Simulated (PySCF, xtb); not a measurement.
H2N, SMILES [NH2] (connectivity only; charge and spin as stated), charge -1, multiplicity 1.

GFN2-xTB in xtb at its own geometry gives an orbital gap of 9.88 eV.

The structure is a stationary point at r2SCAN-D4/def2-TZVPD. The multiplicity is an assumed one; other spin states were not compared. The isomer is the one that the SMILES or the coordinates give; other isomers of the formula were not compared.

What does PBE/def2-TZVPD in PySCF give? (Estimate from the structure and the level; the computed values follow.)

gap 2.11 eV (levels 3.16 and 5.28 eV).
